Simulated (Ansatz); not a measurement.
**Reading a saddle point**

A first-order saddle point of C₂H₅F, closed shell, PBE0-D4/def2-TZVP, with one imaginary mode of 1736i cm⁻¹:

F1  (-1.300, -1.039, 0.509)
C2  (0.185, -0.445, -0.507)
H3  (0.776, -1.323, -0.279)
H4  (-0.360, -0.471, -1.442)
C5  (0.325, 0.736, 0.222)
H6  (1.111, 0.805, 0.964)
H7  (-0.034, 1.663, -0.208)
H8  (-0.703, 0.075, 0.742)
(Å)

Program: Ansatz 0.2.0. Basis: def2-TZVPP and def2-QZVPP. Cores are frozen in the correlated methods. Extrapolation: Hartree–Fock as exp(−7.88 √X), correlation as X^−2.97.

Which contacts change along the imaginary mode, and what lies on either side? (Judge from chemistry; the calculation decides.)

Computed: The step is C₂H₅F (CCF) → C₂H₄ (C=C) + HF, with the molecules in contact on both sides. Shortening one way: F1–H8; lengthening the same way: F1–C2, C5–H8.
| pair | one side (Å) | saddle (Å) | other side (Å) |
| --- | --- | --- | --- |
| F1–H8 | 2.65 | 1.28 | 0.93 |
| F1–C2 | 1.39 | 1.89 | 3.10 |
| C5–H8 | 1.09 | 1.33 | 2.20 |

Which side is lower, and how far does the saddle lie above each? (Judge from chemistry; the value comes from the calculation.)

Computed: The side with F1–C2, C5–H8 short is lower by 10.95 kcal/mol; the saddle lies 63.01 kcal/mol above it and 52.07 kcal/mol above the other (CCSD(T) at an estimated basis limit (MP2 extrapolated from triple and quadruple zeta, plus CCSD(T) − MP2 in triple zeta); electronic energies).

No T1 diagnostic of these runs exceeds 0.021.

For scale, one of the runs: CCSD(T)/def2-TZVPP, 163 basis functions, launched by `ansatz run in.yaml --threads 2 --pin off --events-out ev --progress --plain --max-ram 4352MiB`. Hardware: 2 CPU threads of an Intel Xeon 6975P-C, shared host. Wall time 9.5 s; peak host memory 1.4 GiB.
